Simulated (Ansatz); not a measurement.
Ideal-gas functions of `[SH][Mg][SH]` at 400 K and 1 bar, from an Ansatz frequency run at PBE0-D4/def2-TZVP.

Molar mass 90.45 g/mol, point group C2 (symmetry number 2), electronic degeneracy 1, moments of inertia 3.529, 347.552, 347.574 u Å². Harmonic wavenumbers (cm⁻¹, unscaled): 96, 96, 105, 296, 522, 535, 571, 2698, 2698.

Use S(trans) = R[1.5 ln M + 2.5 ln T − 1.1517]; rotational temperatures θ = 24.2544 K / I; S(rot) = R[ln(√π/σ · √(T³/θAθBθC)) + 1.5]; for each mode x = 1.438777 ν̃/T, S = R[x/(eˣ − 1) − ln(1 − e⁻ˣ)] and H = RT x/(eˣ − 1); 1 cm⁻¹ = 0.0119627 kJ/mol; R = 8.31446 J/(mol·K).

By hand: the entropy, in J/(mol·K).

Translation 171.1. Rotation: θ = 6.8729, 0.0698, 0.0698 K, giving 100.3. Vibration, mode by mode: 17.20, 17.20, 16.46, 8.18, 4.20, 4.05, 3.65, 0.01, 0.01, in all 70.9. Electronic 0.0. Sum 342.3 J/(mol·K).

By hand: H − E and G − E in kJ/mol, counted from the electronic energy.

Zero-point energy ½ × 7617 × 0.0119627 = 45.6; thermal vibration 13.4; translation, rotation and pV give 4 RT = 13.3. H − E = 72.3 kJ/mol, and G − E = 72.3 − 400 × 342.3/1000 = -64.6 kJ/mol.

Vibration gives 21 % of the entropy, 50.9 J/(mol·K) of it from the modes under 150 cm⁻¹: soft modes count most, and the harmonic formula is weakest for them. The sum counts one conformer and one mirror image; others add a mixing term.
